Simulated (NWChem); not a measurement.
## Ionisation of pyrazine (C$_{4}$H$_{4}$N$_{2}$)

```
C
N 1 1.3295
C 2 1.3295 1 116.38
H 1 1.0960 2 117.46 3 180.00
H 3 1.0960 2 117.46 1 180.00
C 1 1.3968 4 120.73 2 180.00
N 6 1.3295 1 121.81 4 180.00
C 7 1.3295 6 116.38 1 0.00
H 6 1.0960 7 117.46 8 180.00
H 8 1.0960 7 117.46 6 180.00
```
Charge 0, spin multiplicity 1.

The numbers come from NWChem runs, not from measurements. Structure: optimised with PBE0/def2-SVP, a minimum by its harmonic frequencies.

Basis set: def2-SVP. The species with one electron less has spin multiplicity 2 and keeps the geometry of the parent. Δ marks differences of total energies (open shells unrestricted). −ε marks an orbital energy of the parent. That orbital need not have the symmetry of the hole or added electron in the Δ rows.

B3LYP has NWChem's definition, with VWN1-RPA local correlation. The stability of the SCF solutions was not checked.

Task: For the first vertical ionisation energy, −ε(HOMO) of BHandHLYP gives 8.68 eV and ΔBHandHLYP gives 9.84 eV. What do evGW0@PBE0, G0W0@B3LYP, G0W0@PBE0 give?

Result: evGW0@PBE0: 9.06 eV; G0W0@B3LYP: 8.79 eV; G0W0@PBE0: 8.94 eV.
